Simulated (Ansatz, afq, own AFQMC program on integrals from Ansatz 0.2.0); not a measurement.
## Atomization energy of SiF₂, singlet

```xyz
3

F     0.1714    1.2614    0.2337
Si   -0.6080   -0.0474   -0.3373
F     0.4367   -1.2140    0.1036
```

Connectivity, by distances: F–Si–F.

Atoms in their ground-state spins without spin–orbit coupling (mostly on UHF) minus the molecule (RHF), without zero-point energy. The geometry is a stationary point, not shown to be a minimum.

Basis def2-TZVP. Noble-gas cores (and the filled d shells of Ga–Kr and In–Xe) are frozen. AFQMC by an in-house program on the Cholesky factors that Ansatz 0.2.0 writes for its CCSD(T) run. ph-AFQMC/CISD is guided by a CISD state made of CCSD amplitudes; releasing the constraint for a short imaginary time cuts its bias at the price of noise, slowly where states lie close. Uncertainties: one standard error, sampling alone. The errors of all members are added in quadrature.

No full CI on the walks' own integrals is used here; CCSDT(Q) serves as the reference and is uncertain by about the last step of the cluster series. Each member takes its own surest rung, up to full CI.

The best estimate is CCSD(T) at the basis-set limit (CBS: def2-TZVPP and def2-QZVPP, with their diffuse functions for anions and beside diffuse sets, CCSD(T) itself extrapolated) plus the step from CCSD(T) to CCSDT(Q) in def2-TZVP. Rows without CBS are in def2-TZVP; B2PLYP and the wave-function rows carry a basis error of their own. Core correlation and relativity beyond core potentials are missing, and ± holds the sampling alone.

Q: Estimate: order these levels by their error in the atomization energy against the best estimate, smallest first.
A. B3LYP
B. MP2
C. PBE
D. MP2/CBS

A: C (0.113 eV), B (0.166 eV), A (0.291 eV), D (0.653 eV).

Best estimate: 12.928 eV.

Best estimates are given only where the step beyond CCSD(T) is under 0.3 eV and no member's determinant is very poor (T1 over 0.05, or 0.07 for open shells, ⟨S²⟩ too high by 0.3, two states mixed), so the hardest cases are missing from such tables.

The functionals ran in a triple-zeta set and keep a basis error of their own, a few kJ/mol for each bond in atomization energies and more for double hybrids, so close places among them and the extrapolated levels can swap.

Each member of a difference takes its own highest rung, so a best estimate needn't equal the limit plus the step of one row. A walk keeps the symmetry of its determinant, which the program's search chose and which needn't be the lowest solution, so a lower state of the same spin and another symmetry isn't excluded.
